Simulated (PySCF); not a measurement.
SMILES Cc1cpcs1, C$_{4}$H$_{5}$PS

Molfile (atoms numbered from 1):
```
C4H5PS
     RDKit          3D

 11 11  0  0  0  0  0  0  0  0999 V2000
   -1.7636   -0.1513    0.0126 C   0  0  0  0  0  0  0  0  0  0  0  0
   -0.2780   -0.0290    0.0002 C   0  0  0  0  0  0  0  0  0  0  0  0
    0.4360    1.1219   -0.0128 C   0  0  0  0  0  0  0  0  0  0  0  0
    2.2001    1.0193   -0.0263 P   0  0  0  0  0  0  0  0  0  0  0  0
    2.1788   -0.6824   -0.0144 C   0  0  0  0  0  0  0  0  0  0  0  0
    0.6631   -1.4833    0.0008 S   0  0  0  0  0  0  0  0  0  0  0  0
   -2.0931   -0.6923    0.8992 H   0  0  0  0  0  0  0  0  0  0  0  0
   -2.1069   -0.7033   -0.8621 H   0  0  0  0  0  0  0  0  0  0  0  0
   -2.2243    0.8335    0.0107 H   0  0  0  0  0  0  0  0  0  0  0  0
   -0.0575    2.0816   -0.0146 H   0  0  0  0  0  0  0  0  0  0  0  0
    3.0507   -1.3119   -0.0192 H   0  0  0  0  0  0  0  0  0  0  0  0
  1  2  1  0
  2  3  2  0
  3  4  1  0
  4  5  2  0
  5  6  1  0
  6  2  1  0
  1  7  1  0
  1  8  1  0
  1  9  1  0
  3 10  1  0
  5 11  1  0
M  END
```

Computed with quadratic response B3LYP/def2-SVPD first hyperpolarisability, Taylor convention, gas phase (PySCF 2.14.0). Geometry: GFN2-xTB.

(1) Give the tensor of the second harmonic β(−2ω;ω,ω) at 800 nm in the axes of these coordinates.

Results:

(1) In au, Taylor convention; rows are the first index (the induced dipole):
|  | xx | yy | zz | xy | xz | yz |
| --- | --- | --- | --- | --- | --- | --- |
| x | -137.1 | -24.8 | -19.5 | -60.5 | +1.1 | +0.8 |
| y | -93.2 | +35.5 | +25.9 | -31.4 | +1.0 | +0.3 |
| z | +1.2 | +0.2 | 0.0 | +0.8 | -22.5 | +25.7 |

Norm of βᵢ = ⅓ Σⱼ (βᵢⱼⱼ + βⱼᵢⱼ + βⱼⱼᵢ): 188.0 au, hyper-Rayleigh value 81.4 au.
